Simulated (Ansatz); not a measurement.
This geometry of BFH5N (8 atoms, charge 0, multiplicity 1) is a first-order saddle point.

Method: Ansatz, RKS PBE/def2-TZVP.

```xyz
8
Properties=species:S:1:pos:R:3
B 0.040 -0.404 -0.043
F -0.291 0.279 1.641
H 1.069 0.134 -0.340
H -0.987 -0.177 -0.619
N 0.148 -1.747 0.638
H -0.584 -2.435 0.473
H 1.062 -2.187 0.704
H -0.133 -0.802 1.644
```

Task: Which two structures does it join? (They come from a converged band through this point; their orientation in space is the band's.)

Result: Bonds broken: B1–F2, N5–H8. Bonds formed: F2–H8. BFH5N becomes BH4N + FH.

First end point:

```xyz
8
Properties=species:S:1:pos:R:3
B 0.024 -0.137 0.161
F 0.244 0.679 1.290
H 0.941 -0.132 -0.647
H -1.094 -0.030 -0.323
N 0.048 -1.682 0.797
H -0.104 -2.385 0.067
H 0.950 -1.868 1.246
H -0.685 -1.785 1.507
```

Last end point:

```xyz
8
Properties=species:S:1:pos:R:3
B 0.084 -0.573 -0.535
F -0.340 -0.118 2.764
H 1.074 0.052 -0.798
H -0.990 -0.332 -1.011
N 0.182 -1.617 0.404
H -0.584 -2.261 0.588
H 1.074 -1.953 0.759
H -0.176 -0.538 1.927
```

Task: How far does it lie above each of them?

Result: 1.24 eV above the first and 0.49 eV above the second. This is the barrier of this one path; another mechanism may lie lower. The orbitals stay closed-shell, which can raise the energy where a bond breaks towards radicals; this wasn't checked here.

Run time: 61 s on 4 threads of Arm Neoverse V2 (shared host), peak memory 0.18 GiB.
